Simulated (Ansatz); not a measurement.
Reaction (SMILES): P (PH3) + H+ → [PH4+]
B3LYP-D3(BJ)/def2-TZVP geometries, fixed; electronic energies without zero-point terms; positive where energy is released.

Core correlation in the proton affinity at MP2 with Ansatz (a first-principles code), in kcal/mol: frozen core against 1s of Al to Cl frozen alone. Core-valence sets carry the plain set on hydrogen.

```tsv
basis	functions, most	frozen core	1s of Al to Cl frozen alone	core term (second minus first)
cc-pV(D+d)Z	43	194.89	194.63	-0.27
cc-pCVDZ	47	193.91	193.67	-0.24
cc-pV(T+d)Z	95	194.23	194.22	-0.01
cc-pwCVTZ	115	194.34	193.48	-0.85
cc-pCVTZ	115	194.12	193.37	-0.75
cc-pV(Q+d)Z	184	194.08	193.70	-0.38
cc-pCVQZ	229	194.11	193.25	-0.86
cc-pwCVQZ	229	194.10	193.22	-0.88
```

The largest core-valence set, cc-pwCVQZ, gives a core term of -0.88 kcal/mol; the valence set cc-pV(Q+d)Z, which lacks functions for the core, gives -0.38.
